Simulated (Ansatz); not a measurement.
Process, species as SMILES: N#N (N2) → 2 N atom
B3LYP-D3(BJ)/def2-TZVP geometries, fixed; electronic energies without zero-point terms.

Effect of a fitting basis named in the input at wB97M-V/cc-pVTZ with Ansatz (a quantum-chemistry and plane-wave program), against the last row, where the atomisation energy is 229.82 kcal/mol. Open shells are unrestricted. The default fits or decomposes integrals by the program's own choice; accuracy: high also tightens integrals, grids and stops.

```
setting                        largest shift of a total energy (mEh)  shift of the atomisation energy (kcal/mol)
-----------------------------  -------------------------------------  ------------------------------------------
fitting: def2-SV(P)-JKFIT                                     -0.008                                      -0.003
fitting: def2-universal-JKFIT                                 -0.008                                      -0.003
fitting: cc-pVTZ-JKFIT                                         0.009                                      -0.009
fitting: cc-pVQZ-JKFIT                                        -0.007                                       0.001
fitting: cc-pV5Z-JKFIT                                        -0.006                                       0.000
accuracy: high                                                -0.003                                       0.001
accuracy: medium (default)                                     0.000                                       0.000
```

Within 0.02 kcal/mol in the atomisation energy: fitting: def2-SV(P)-JKFIT; fitting: def2-universal-JKFIT; fitting: cc-pVTZ-JKFIT; fitting: cc-pVQZ-JKFIT; fitting: cc-pV5Z-JKFIT; accuracy: high. The largest shift is 0.009 mEh in a total energy and 0.009 kcal/mol in the difference.
